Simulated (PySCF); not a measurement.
C5H6Cl (doublet state).
Structure used (GFN2-xTB), in Å, numbered top down from 1:
```xyz
12
C5H6Cl angstrom
C      2.4404   -0.6060    0.3746
C      1.5358    0.1380    0.1312
C      0.4294    1.0290   -0.1813
C     -0.7557    0.2960   -0.6977
C     -1.3334   -0.7899    0.0330
Cl    -2.6004   -0.0917    1.2858
H      3.2445   -1.2458    0.5861
H      0.7644    1.7782   -0.9026
H      0.1606    1.5524    0.7496
H     -1.2984    0.7183   -1.5270
H     -1.9499   -1.4617   -0.5552
H     -0.6362   -1.3175    0.6774
```

The hyperfine couplings belong to this conformer and change with its torsions.

As a line formula: `C([CH]CCl)C#C` [radical].

Method: UKS B3LYP, pcH-1 on C Cl H, non-relativistic, mean-field spin-orbit, GIAO (PySCF 2.14.0). Isolated species at its GFN2-xTB geometry (one conformer only). A GFN2-xTB geometry isn't a minimum of the functional, and hyperfine couplings can be far from their values at a DFT geometry. The SCF solution wasn't tested for stability.

Task: Give the principal g shifts and their parts.

Result: 
| Δg (ppm) | 1 | 2 | 3 |
| --- | --- | --- | --- |
| relativistic mass correction | -182 | -182 | -182 |
| gauge correction | 9 | 14 | 22 |
| orbital Zeeman/spin–orbit | 35 | 132 | 4900 |
| total | -138 | -37 | 4740 |

So g = 2.00218, 2.00228, 2.00706 and g_iso = 2.00384; the tensor is close to axial: the two nearest values differ by 2 % of g3 − g1. 

Task: What are the electron Larmor frequencies g μB B/h along the three axes at 1200 mT?

Result: 33.6276, 33.6293, 33.7096 GHz for g1, g2 and g3, a range of 81.9 MHz.

Task: What effective moment and Curie constant follow for a powder?

Result: With the mean of g² = 4.0154 and S(S+1) = 0.75: μ_eff = √(⟨g²⟩S(S+1)) = 1.735 μB and χT = 0.12505·⟨g²⟩·S(S+1) = 0.377 cm³ K/mol (cgs; spin-Hamiltonian part alone).

Task: Average each term over the three axes. Which is largest in size?

Result: The orbital-Zeeman/spin–orbit term 1689, the mass correction -182 and the gauge correction 15 ppm, for a total of 1522 ppm. The orbital-Zeeman/spin–orbit term is the largest in size. The mass correction is the same along every axis, so the anisotropy comes from the other two: their spans along these axes are 14 (gauge) and 4864 ppm (orbital Zeeman/spin–orbit).

Task: In a frozen sample, at which fields do the three g values resonate at 9.5, 34, 94 and 263 GHz (hyperfine left aside), and which band first spreads them over more than twice a line width of 0.3 mT?

Result: 
```csv
band,GHz,B(g3) mT,B(g2) mT,B(g1) mT,spread mT
X,9.5,338.18,338.99,339.01,0.82
Q,34.0,1210.34,1213.23,1213.29,2.95
W,94.0,3346.23,3354.22,3354.39,8.15
J,263.0,9362.33,9384.67,9385.14,22.81
```

The spread grows in proportion to the frequency. X band is the first where it exceeds 0.6 mT.

Largest spin populations (Mulliken): C4 (+0.92), Cl6 (+0.17), C5 (-0.07) and C3 (-0.07). The positive populations add up to 1.18 and the negative ones to -0.18, together 2S = 1. The angles at C4 add up to 358.8°, so it is planar; its axial dipolar tensor and the negative coupling of its proton fit spin in a p orbital normal to that plane.

The HOMO–LUMO gaps are 6.58 eV among the α and 4.89 eV among the β orbitals.
